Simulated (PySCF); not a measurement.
# Broadened absorption spectrum of 3-chloropropionamide

3-chloropropionamide, C₃H₆ClNO.
SMILES: `C(Cl)CC(=O)N`

Method used: TDDFT CAM-B3LYP/def2-SVPD, vertical, gas phase, core orbitals frozen in the response (PySCF 2.14.0, density-fitted response routines). Isolated species at its GFN2-xTB geometry (one conformer only). Torsions of this conformer, `[NH2:1][C:2](=[O:3])[CH2:4][CH2:5][Cl:6]`: N1–C2–C4–C5 -81°, C2–C4–C5–Cl6 71°, H–N1–C2–O3 -168°, H–N1–C2–O3 -7°.

Each state is given a Gaussian of 0.5 eV full width at half maximum, with ε(max) = 2.175×10⁸ f / Δν̃ (Δν̃ the width in cm⁻¹). The width is an assumption, not a result. The curve ends short of the highest state used, and states not computed would add to its high-energy end.

```
λ (nm)  ε (L mol⁻¹ cm⁻¹)
 162.1              6971
 166.0              7998
 169.9              6043
 173.8              2908
 177.6               929
 181.5               192
 185.4                28
 189.3                 3
 193.2                 0
 197.1                 1
 201.0                 3
 204.9                11
 208.7                23
 212.6                38
 216.5                48
 220.4                47
 224.3                38
 228.2                25
 232.1                14
 235.9                 7
 239.8                 3
 243.7                 1
 247.6                 0
 251.5                 0
```

(1) Where are the band maxima, and which computed states make them?

(2) On this curve, what absorbance would a 10⁻⁴ mol/L sample give at 222 nm over a 1 cm path?

(3) Coming from long wavelengths, where does ε first pass 100 L mol⁻¹ cm⁻¹?

Results:

(1) 218 nm (5.68 eV), ε about 49, made up of S1 (100%); 165 nm (7.50 eV), ε about 8000, made up of S3 (20%), S4 (41%) and S6 (28%) (ε in L mol⁻¹ cm⁻¹; maxima over ε = 5, shares over 10%). The states used: S1 5.68 eV (f 0.0009); S2 7.31 eV (f 0.015); S3 7.38 eV (f 0.035); S4 7.44 eV (f 0.063); S5 7.56 eV (f 0.0049); S6 7.68 eV (f 0.059); S7 7.85 eV (f 0.012); S8 8.25 eV (f 0.031).

(2) 222 nm is 5.585 eV, where ε is about 44 L mol⁻¹ cm⁻¹, so A = ε c l ≈ 0.0044 (Beer–Lambert, with the gas-phase spectrum and the assumed width).

(3) At about 183 nm (6.78 eV), 1.10 eV above S1.

On an Arm Neoverse V2 with one thread, no GPU, on a shared host, this took 20 s.
